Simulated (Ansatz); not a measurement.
A made-up structure of AlSiNH5 (charge +1), singlet:

```
8
angstrom
Al -0.7773 1.1357 -0.9133
N 0.0425 0.2785 0.5495
Si 0.7089 -1.2160 0.5687
H -0.7277 0.1789 -2.1535
H -1.3124 2.5660 -0.5906
H 0.0741 0.8014 1.4220
H 0.1682 -0.0534 -0.8629
H 1.3161 -1.7540 1.7959
```

It is relaxed with PBE-D4/def2-SVP and then PBE0-D4/def2-TZVP (Ansatz 0.2.0). Atoms count as bonded within 1.22 times the sum of their covalent radii (H–H: 0.88 Å). The end point is not checked to be a true minimum.

Problem. Does its bonding change? (A judgement: the text doesn't fix the answer.)

Solution. The calculation gives: Yes. Formed: Si3–H7; broken: Al1–H7.

Where it ends: The first stage lowers the energy by 4.61 eV in 14 steps. It ends as AlSiNH₅ ([AlH2][NH][SiH2]), total charge +1:
Al1  (-0.859, 1.449, -0.824)
N2  (-0.040, 0.459, 0.554)
Si3  (0.673, -1.008, 0.425)
H4  (-0.758, 0.637, -2.161)
H5  (-1.445, 2.818, -0.357)
H6  (-0.041, 0.884, 1.478)
H7  (0.688, -1.643, -0.900)
H8  (1.274, -1.659, 1.600)
(Å)

Labels in which every atom is bracketed show which atoms are joined, not bond orders.

For scale, one of the runs: PBE0-D4/def2-TZVP relaxation, 135 basis functions, launched by `ansatz run in.yaml --threads 2 --pin off --events-out ev --progress --plain --max-ram 4352MiB`. Hardware: 2 CPU threads of an Intel Xeon Platinum 8488C, shared host. Wall time about 16 s.
